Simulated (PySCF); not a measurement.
formic acid cation (CH₂O₂), SMILES O=CO (connectivity only; charge and spin as stated), charge +1, multiplicity 2.

Geometry: r2SCAN-D4/def2-TZVP. The multiplicity is an assumed one; other spin states were not compared. One conformer was computed; it need not be the lowest.

These are PySCF with PBE0/def2-TZVPD values and carry that method's errors.

**Question.** Estimate the frontier levels, dipole moment and polarisability. (An estimate is asked for; the answer gives what the named calculation found.)

**Answer.** 
```yaml
"α spin, highest occupied and lowest empty level": -18.88 and -8.87 eV
"β spin, highest occupied and lowest empty level": -18.47 and -13.49 eV
dipole_moment_about_the_centre_of_nuclear_charge: 0.46 D
mean_static_polarisability: 17.2 bohr³ (2.54 Å³)
polarisability_principal_values: 11.8, 17.5, 22.3 bohr³
"⟨S²⟩": 0.756 (pure state 0.75)
```
